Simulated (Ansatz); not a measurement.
# CH₅N₃: energies up the ladder

The task, for CH₅N₃: energies up the ladder.

Method: the levels named in each step, in Ansatz 0.2.0.

## Step 1: The system as given

Bond lengths: N1–C2 1.266 Å, C2–N3 1.387 Å, C2–N4 1.379 Å, N1–H5 1.014 Å, N3–H6 1.008 Å, N3–H7 1.008 Å, N4–H8 1.008 Å, N4–H9 1.008 Å. Angles: N1–C2–N3 126.6°, N1–C2–N4 119.3°, N3–C2–N4 114.1°, C2–N1–H5 114.5°, C2–N3–H6 115.7°, C2–N3–H7 116.8°, H6–N3–H7 113.9°, C2–N4–H8 115.9°, C2–N4–H9 112.4°, H8–N4–H9 114.2°.

As a file:

```xyz
9

N    -0.9966   -0.9189    0.0871
C    -0.0619   -0.0686    0.0027
N     1.1973   -0.2735   -0.5428
N    -0.2661    1.2076    0.4839
H    -0.7451   -1.8524   -0.2192
H     1.4866   -1.2354   -0.6253
H     1.9297    0.3493   -0.2404
H     0.2148    1.9452   -0.0071
H    -1.2393    1.3983    0.6663
```

## Step 2: A rough first relaxation, PBE-D4/def2-SVP

Contents of input.yaml:

```yaml
crystal:
  periodic: [false, false, false]
  atoms:
    - { symbol: "N", position_ang: [-0.99657, -0.91889, 0.08712] }
    - { symbol: C, position_ang: [-0.06186, -0.06862, 0.00272] }
    - { symbol: "N", position_ang: [1.19727, -0.27347, -0.54276] }
    - { symbol: "N", position_ang: [-0.26615, 1.20765, 0.48393] }
    - { symbol: H, position_ang: [-0.74513, -1.8524, -0.2192] }
    - { symbol: H, position_ang: [1.4866, -1.23537, -0.62529] }
    - { symbol: H, position_ang: [1.92967, 0.3493, -0.24036] }
    - { symbol: H, position_ang: [0.21476, 1.94523, -0.00713] }
    - { symbol: H, position_ang: [-1.23929, 1.39834, 0.66633] }
basis:
  gaussian: { orbitals: def2-SVP }
hamiltonian:
  xc: pbe
  dispersion: d4
relax:
  f_tol: 0.03
  max_steps: 200
```

On the command line:

```bash
$ ansatz run input.yaml --threads 4 --pin off --max-ram 10240MiB --backend cpu --events-out ev --progress --plain --runs-dir out
```

Further steps of the session: Relaxation, PBE0-D4/def2-TZVPP; Frequencies, PBE0-D4/def2-TZVPP; Single point, PBE-D4/def2-TZVPP; Single point, r2SCAN-D4/def2-TZVPP; Single point, B3LYP-D4/def2-TZVPP; Single point, wB97M-V/def2-TZVPP; Single point, B2PLYP/def2-TZVPP; Single point, LDA/def2-TZVPP; Single point, PBE0-D4/def2-SVP; Single point, PBE-D4/def2-SVP; Single point, CCSD(T)/def2-TZVPP; Single point, MP2/def2-QZVPP.

**Question.** What will these runs give? Wanted: N1–C2 at PBE0-D4/def2-TZVPP; C2–N3 at PBE0-D4/def2-TZVPP; C2–N4 at PBE0-D4/def2-TZVPP; frequencies at PBE0-D4/def2-TZVPP; energy at CCSD(T)/CBS.

As calculated:

| quantity | value |
| --- | --- |
| N1–C2 at PBE0-D4/def2-TZVPP | 1.273 Å |
| C2–N3 at PBE0-D4/def2-TZVPP | 1.387 Å |
| C2–N4 at PBE0-D4/def2-TZVPP | 1.383 Å |
| frequencies at PBE0-D4/def2-TZVPP | 358 to 3707 cm⁻¹ |
| energy at CCSD(T)/CBS | -5582.896 eV |

In words: No mode is imaginary, so the geometry is a minimum. These totals serve in differences with atoms or fragments at the same level; alone they don't rank the methods.
